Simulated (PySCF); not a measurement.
Compound: C₄H₄FN.
SMILES: `C(/F)=C(/C)C#N`

The closed-shell ground state was solved at several levels (PySCF, density fitting, gas phase, non-relativistic). Isolated species at its PBE0-D3(BJ)/def2-SVP geometry, gas phase.

| level | basis functions | total energy (Eh) | HOMO (eV) | LUMO (eV) | gap (eV) | dipole (D) |
| --- | --- | --- | --- | --- | --- | --- |
| B3LYP/pcJ-1 | 202 | -309.3975 | -7.69 | -1.50 | 6.19 | 2.92 |
| PBE0/pcSseg-1 | 122 | -309.0079 | -7.92 | -1.28 | 6.64 | 2.95 |
| PBE/pcSseg-2 | 272 | -309.1554 | -6.76 | -2.28 | 4.48 | 3.10 |

What might B3LYP/def2-SVPD (155 basis functions) give for the same quantities?

Total energy -309.1733 Eh, HOMO -7.77 eV, LUMO -1.61 eV, gap 6.16 eV, dipole 2.97 D.

Over all these levels, which gives the widest orbital gap and which the narrowest?

PBE0/pcSseg-1 (global hybrid, 25 % exact exchange) has the widest, 6.64 eV, and PBE/pcSseg-2 (GGA) the narrowest, 4.48 eV. Functional and basis both differ between the two, so the spread mixes both effects.

How far do the dipole and the HOMO energy spread over the levels?

The dipole runs from 2.92 to 3.10 D (mean 2.99 D) and the HOMO from -7.92 to -6.76 eV.
